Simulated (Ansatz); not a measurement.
# Multireference treatment of C2H4, singlet

Program: Ansatz, Gaussian basis, development build. Basis cc-pVDZ, nonrelativistic, 2 orbitals frozen in the corrections. State-specific CASSCF; RHF is the lowest restricted (open-shell) Hartree–Fock solution met. No symmetry is imposed, so a solution can break that of the shape. The lowest solution met needn't be the lowest there is, nor hold the orbitals that a chemist would pick.

Geometry:

```xyz
6

C     0.0000    0.0000   -0.6653
C     0.0000    0.0000    0.6653
H     0.0000   -0.9311   -1.2403
H     0.0000    0.9311   -1.2403
H     0.0000   -0.9311    1.2403
H     0.0000    0.9311    1.2403
```

**Question.** What do CASSCF and its corrections give against RHF in CAS(2,2), and what are the occupations?

**Answer.** CASSCF -0.755 eV, SC-NEVPT2 -7.607 eV; occupations 1.91, 0.09.
